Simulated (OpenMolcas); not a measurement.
# C3H6F2 (1,3-difluoropropane): methods side by side

C3H6F2 has 11 atoms, charge 0, and is taken as a singlet. SMILES: `FCCCF`. The shape is that of a PBE0-D4/def2-TZVP optimisation. This is one conformer, not always the lowest.

```xyz
11

F    -1.9644    1.4327   -0.1071
C    -0.7153    1.0007    0.3006
C    -0.3750   -0.2988   -0.3878
C     0.9675   -0.8382    0.0347
F     1.9756    0.0402   -0.3312
H    -0.7445    0.8753    1.3886
H     0.0080    1.7818    0.0541
H    -0.3882   -0.1543   -1.4716
H    -1.1381   -1.0462   -0.1471
H     1.0262   -0.9681    1.1208
H     1.1734   -1.7980   -0.4459
```

Quantity: the dipole moment, in D. The values are calculated.

```
         level             kind     program  value (D)  CPU time
    HF/cc-pVDZ     Hartree–Fock  OpenMolcas       2.20      12 s
  BLYP/cc-pVDZ              GGA  OpenMolcas       1.63      61 s
revPBE/cc-pVDZ              GGA  OpenMolcas       1.64      61 s
 M06-L/cc-pVDZ         meta-GGA  OpenMolcas       1.80      86 s
  TPSS/cc-pVDZ         meta-GGA  OpenMolcas       1.72      87 s
 B3LYP/cc-pVDZ    global hybrid  OpenMolcas          ?      66 s
M06-2X/cc-pVDZ  hybrid meta-GGA  OpenMolcas          ?      76 s
  PBE0/cc-pVDZ    global hybrid  OpenMolcas       1.83      59 s
```

(1) Estimate the missing values from the other rows.

## Answers

(1) As computed at these levels: B3LYP/cc-pVDZ: 1.79 D; M06-2X/cc-pVDZ: 1.89 D. The values span 1.63 to 2.20 D. Times are those of the runs behind each value, whatever else they computed, on shared processors of several kinds: orders of magnitude only.
